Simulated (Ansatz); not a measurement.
Compare A (`CN(C)C=O`) with its isomer B (`C/N=C(\C)O`).

Calculated with Ansatz (gas phase, PBE0-D4/def2-TZVP geometries, no zero-point term in ΔE). CBS: MP2 limit from def2 TZ/QZ plus the TZ coupled-cluster correction, frozen cores. DFT in def2-TZVPP. B3LYP here is the variant with VWN-RPA as its local correlation; programs differ in this. Each species was taken in one conformer, which may not be the lowest.

A:

Z-matrix (Å, degrees):
```
C
N 1 1.439
H 1 1.095 2 110.7
H 1 1.088 2 108.3 3 -119.9
H 1 1.095 2 110.7 3 120.2
C 2 1.436 1 118.0 3 -60.2
C 2 1.353 1 120.3 3 119.7
H 6 1.091 2 109.6 1 -180.0
H 6 1.095 2 111.1 1 -60.2
H 6 1.095 2 111.1 1 60.2
O 7 1.210 2 125.7 1 0.0
H 7 1.107 2 111.8 1 -180.0
```

B:

```xyz
12

C     0.792    1.214    0.793
N    -0.443    0.482    0.922
C    -0.707   -0.416    0.077
C     0.117   -0.849   -1.091
O    -1.859   -1.107    0.187
H     0.860    1.949    1.595
H     1.673    0.563    0.865
H     0.861    1.756   -0.159
H     0.281   -0.005   -1.767
H    -0.371   -1.654   -1.636
H     1.100   -1.186   -0.753
H    -2.304   -0.747    0.967
```

**Question.** Which isomer does CCSD(T)/CBS put lower? Give the gap. (Best estimate.)

**Answer.** The calculation gave: A, by 3.0 kcal/mol.

**Question.** Give E(B) − E(A) in kcal/mol with CCSD/def2-TZVPP, PBE0-D4, B3LYP, r2SCAN-D4, PBE-D4, CCSD(T)/def2-SVP, ωB97M-V. (Estimate.)

**Answer.** Ansatz gave: CCSD/def2-TZVPP 3.4, PBE0-D4 4.7, B3LYP 5.3, r2SCAN-D4 4.7, PBE-D4 5.4, CCSD(T)/def2-SVP 7.0, ωB97M-V 3.4. None reverses the order clearly.

Largest T1 diagnostic: 0.014.

At CCSD(T), def2-SVP lies +4.0 kcal/mol from the extrapolated value and def2-TZVPP +0.5 kcal/mol. In def2-TZVPP, CCSD(T) changes the Hartree–Fock value by −1.4 kcal/mol (the triples alone add +0.1 kcal/mol) and MP2 by −0.8 kcal/mol.
